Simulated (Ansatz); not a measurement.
**ClH3Si: molecular dynamics**

Purpose: to follow the molecule's vibrations and see whether its bonds hold. The start is relaxed first. Runs: 300 steps of 0.5 fs under a Langevin thermostat at 300 K. SMILES of the start: [SiH3]Cl.

Program: Ansatz 0.2.0. Level of theory: RKS PBE/def2-SVPD. These are calculated values, not measurements.

## (1) The system as given

Bond lengths: Si1–Cl2 2.130 Å, Si1–H3 1.460 Å, Si1–H4 1.459 Å, Si1–H5 1.459 Å. Angles: Cl2–Si1–H3 109.5°, Cl2–Si1–H4 109.5°, Cl2–Si1–H5 109.5°, H3–Si1–H4 109.5°, H3–Si1–H5 109.5°, H4–Si1–H5 109.5°.

As a file:

```xyz
5

Si    0.0000    0.0000    0.0000
Cl    0.0000    0.0000    2.1300
H     1.3768    0.0000   -0.4862
H    -0.6877    1.1914   -0.4862
H    -0.6877   -1.1914   -0.4862
```

## (2) Preparing the start

input.yaml reads:

```yaml
crystal:
  periodic: [false, false, false]
  atoms:
    - { symbol: Si, position_ang: [0.0, 0.0, 0.0] }
    - { symbol: Cl, position_ang: [0.0, 0.0, 2.13] }
    - { symbol: H, position_ang: [1.3768, 0.0, -0.4862] }
    - { symbol: H, position_ang: [-0.6877, 1.1914, -0.4862] }
    - { symbol: H, position_ang: [-0.6877, -1.1914, -0.4862] }
basis:
  gaussian: { orbitals: def2-SVPD }
hamiltonian:
  xc: pbe
relax:
  f_tol: 0.02
  max_steps: 40
```

The run is started by

```console
$ ansatz run input.yaml --threads 1 --pin off --max-ram 2048MiB --backend cpu --events-out ev --progress --plain --runs-dir out
```

The runs that follow: The run.

**Question.** What will these runs give? Wanted: relaxation of the start; temperature, first and last step; temperature, second half; potential energy, second half; bonds formed or broken.

As calculated:

| quantity | value |
| --- | --- |
| relaxation of the start | 3 moves, 0.056 eV lower |
| length | 300 steps of 0.5 fs |
| temperature, first and last step | 240 and 193 K |
| temperature, second half | mean 154 K, from 62 to 261 K |
| potential energy, second half | +15 meV/atom from the start |
| bonds formed or broken | 0 |

Against a set 300 K the second half averages 154 K with a spread of 55 K; 15 meV/atom has gone into potential energy, and a thermostat that acts over some 1000 fs has not made it up in 150 fs. The bonding pattern survives the run. A run of 150 fs with 5 atoms shows the motion but fixes no equilibrium value. The nuclei move classically, without zero-point motion, which matters most for hydrogen.
